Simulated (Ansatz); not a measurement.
## Ansatz (development build ahead of 0.2.0) run

```yaml
crystal:
  periodic: [false, false, false]
  atoms:
    - { symbol: C, position_ang: [0.0, 0.0, 0.0] }
    - { symbol: H, position_ang: [1.61846, 0.0, 0.93442] }
    - { symbol: H, position_ang: [-1.61846, 0.0, 0.93442] }
basis:
  gaussian: { orbitals: "6-31G" }
hamiltonian:
  xc: hf
correlation:
  method: fci
  frozen_orbitals: { C: 1, H: 0 }
```

The input is written out in the form of the current development build from the run's settings.

Output:

- Converged: yes
- Total energy: -38.79193 hartree
- State: lowest singlet root, of any spatial symmetry

Caution: another spin multiplicity may lie lower.
